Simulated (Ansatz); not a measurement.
# CHN+ (quartet): from Hartree-Fock to the top rungs, cc-pVTZ

The task here is to estimate one member of a computed series from the others.

The runs use Ansatz 0.2.0, Gaussian basis; cc-pVTZ, core rule «outside noble gas», up to 2 orbitals frozen.

To be run: UHF; CCSD(T) on ROHF; CCSD(T) on UHF; BCCD(T) on ROHF; CCSDT(Q) on ROHF; CCSDT(Q) on UHF; CASSCF and MRCISD+Q, 9 electrons in 9 orbitals; CASSCF and NEVPT2, 9 electrons in 9 orbitals.

6 further runs of the same task are left out: 6 set aside as unsound or not needed. Runs told in other sessions of the task aren't counted.

## The system

The geometry is a PBE0/def2-TZVP stationary point (not a proven minimum) of the parent state, kept for this charge and spin.

3 atoms, charge 1, spin multiplicity 4.

Atoms are counted from 1 here; the program's logs count them from 0.

Bond lengths: N1–C2 1.276 Å, C2–H3 1.109 Å. Angles: N1–C2–H3 121.1°.

Set-up of the first run:

Input file in.yaml:

```yaml
crystal:
  periodic: [false, false, false]
  atoms:
    - {symbol: N, position_ang: [0.000000, 0.079164, 0.632274]}
    - {symbol: C, position_ang: [0.000000, -0.149608, -0.623475]}
    - {symbol: H, position_ang: [0.000000, 0.682652, -1.356932]}
basis:
  gaussian: {orbitals: cc-pVTZ}
total_charge: 1
magnetization: {spin_polarized: true, initial_magnetization: 3}
hamiltonian: {xc: hf}
output: {orbitals: {seedname: orbitals}}
```

On the command line:

```console
$ ansatz run in.yaml --threads 1 --pin off --events-out ev --progress --plain --max-ram 2816MiB --backend cpu
```

Steps of the session up to this table: UHF; CCSD(T) on ROHF; CCSD(T) on UHF; BCCD(T) on ROHF; CCSDT(Q) on ROHF; CCSDT(Q) on UHF; CASSCF and MRCISD+Q, 9 electrons in 9 orbitals; CASSCF and NEVPT2, 9 electrons in 9 orbitals.

One of the session's tables, all rows but one given; the rest of the session is left out.

```
          method  from UCCSDT(Q) (kJ/mol)
            ROHF                   +676.1
             UHF                   +660.8
            RMP2                   +105.4
            UMP2                   +107.7
           RCCSD                    +26.0
           UCCSD                    +25.6
        RCCSD(T)                     +4.4
        UCCSD(T)                     +4.3
         BCCD(T)                     +4.5
          RCCSDT                     +1.1
          UCCSDT                     +0.9
       RCCSDT(Q)                     +0.4
       UCCSDT(Q)                        0
  CASSCF valence                   +486.1
  NEVPT2 valence                        ?
  MRCISD valence                    +27.6
MRCISD+Q valence                     +4.5
```

Estimate the missing values for NEVPT2 valence.

The run gave: from UCCSDT(Q) (kJ/mol): +87.9. In the column «from UCCSDT(Q) (kJ/mol)» it lies between MRCISD valence (+27.6) and RMP2 (+105.4).

To keep in mind: Restricted and unrestricted rows rest on different reference determinants; a gap between their highest levels can come from leftover correlation error, from unlike frozen cores or from another state.
